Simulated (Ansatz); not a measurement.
O2 (SMILES O=O): methods side by side

O2 has 2 atoms, charge 0, and is taken as a triplet. SMILES: `O=O`. Geometry: optimised at PBE0/def2-SVP.

```xyz
2

O     0.5076   -0.1642    0.2614
O    -0.5076    0.1642   -0.2614
```

Each level gives the adiabatic electron affinity (to the doublet anion, shapes relaxed at PBE0/def2-SVP, no zero-point term) (eV). The values are calculated.

The electron affinity is E(neutral) − E(anion): positive where the electron is bound.

```json
{"level": "UHF/def2-TZVPP", "kind": "Hartree–Fock", "program": "Ansatz", "value (eV)": "-1.09", "less CCSD(T)/def2-TZVPP": "-1.00"}
{"level": "USVWN5/def2-TZVPP", "kind": "LDA", "program": "Ansatz", "value (eV)": "0.13", "less CCSD(T)/def2-TZVPP": "+0.22"}
{"level": "UBLYP/def2-TZVPP", "kind": "GGA", "program": "Ansatz", "value (eV)": "0.10", "less CCSD(T)/def2-TZVPP": "+0.19"}
{"level": "U-r2SCAN/def2-TZVPP", "kind": "meta-GGA", "program": "Ansatz", "value (eV)": "-0.10", "less CCSD(T)/def2-TZVPP": "-0.01"}
{"level": "UPBE0-D4/def2-TZVPP", "kind": "global hybrid", "program": "Ansatz", "value (eV)": "-0.06", "less CCSD(T)/def2-TZVPP": "+0.03"}
{"level": "UCAM-B3LYP/def2-TZVPP", "kind": "range-separated hybrid", "program": "Ansatz", "value (eV)": "0.18", "less CCSD(T)/def2-TZVPP": "+0.27"}
{"level": "UB2PLYP/def2-TZVPP", "kind": "double hybrid", "program": "Ansatz", "value (eV)": "0.01", "less CCSD(T)/def2-TZVPP": "+0.10"}
{"level": "UCCSD(T)/def2-TZVPP", "kind": "coupled cluster or CI", "program": "Ansatz", "value (eV)": "-0.09", "less CCSD(T)/def2-TZVPP": "0.00"}
```

Differences are taken from UCCSD(T)/def2-TZVPP for orientation; it has basis-set and higher-order errors of its own. The values span -1.09 to 0.18 eV.
